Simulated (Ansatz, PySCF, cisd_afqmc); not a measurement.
Species: CH3, charge 0, doublet. CH3 (SMILES [CH3], doublet).
B3LYP-D3(BJ)/def2-TZVP minimum from Ansatz (an electronic-structure program):
```
C
H 1 1.0789
H 1 1.0789 2 120.00
H 1 1.0789 2 120.00 3 -180.00
```
Charge 0, spin multiplicity 2.

Atomisation energy term by term, kcal/mol (programs: Ansatz, cisd_afqmc). Open shells are spin-unrestricted; no spin-orbit coupling. Correlated methods leave the cores frozen. Rows without X2C or -DK are non-relativistic. AFQMC is phaseless with a CISD trial state; ± is one standard error, without the phaseless bias. Outlying blocks are dropped, and bars are widened where a walk drifts. Over all cases where full CI ran beside it in this data, AFQMC minus full CI had a median of +0.1 mEh and passed +0.4 mEh in a tenth of the cases. CBS(X,Y): correlation extrapolated as X^-3, Hartree-Fock from the larger set (Q,5: extrapolated as (X+1)exp(-9√X)). A bracket is a step between two methods taken in the basis named. '+ core + X2C': CCSD(T) terms for core correlation (cc-pwCVTZ) and scalar relativity (cc-pVTZ-DK). Full CI freezes restricted core orbitals, also for open shells; the composite that ends in it estimates full CI at the basis-set limit. Where a partner has so few electrons that a lower coupled-cluster level is exact, that level stands in.

```json
[
 {"term": "Hartree-Fock", "basis": "CBS(cc-pVQZ,cc-pV5Z)", "kcal/mol": "243.08"},
 {"term": "CCSD correlation", "basis": "CBS(cc-pVQZ,cc-pV5Z)", "kcal/mol": "61.82"},
 {"term": "(T)", "basis": "CBS(cc-pVQZ,cc-pV5Z)", "kcal/mol": "1.93"},
 {"term": "CCSDT(Q) - CCSD(T)", "basis": "cc-pVQZ", "kcal/mol": "0.04"},
 {"term": "FCI - CCSDT(Q)", "basis": "cc-pVDZ", "kcal/mol": "0.02"},
 {"term": "core correlation", "basis": "cc-pwCVTZ", "kcal/mol": "0.99"},
 {"term": "scalar relativity", "basis": "X2C, cc-pVTZ-DK", "kcal/mol": "-0.17"},
 {"term": "minus zero-point energy", "basis": "Hessian by PySCF at B3LYP-D3(BJ)/def2-TZVP", "kcal/mol": "-18.65"},
 {"term": "sum: D0", "basis": "", "kcal/mol": "289.1"}
]
```

The step beyond CCSD(T) by other levels: FCI in cc-pVDZ 0.14; CCSDTQ in cc-pVDZ 0.12; AFQMC/CISD in cc-pVDZ 0.09 ± 0.08; CCSDT(Q) in cc-pVDZ 0.12; AFQMC/CISD in cc-pVTZ 0.48 ± 0.14; CCSDT(Q) in cc-pVTZ 0.05 kcal/mol.
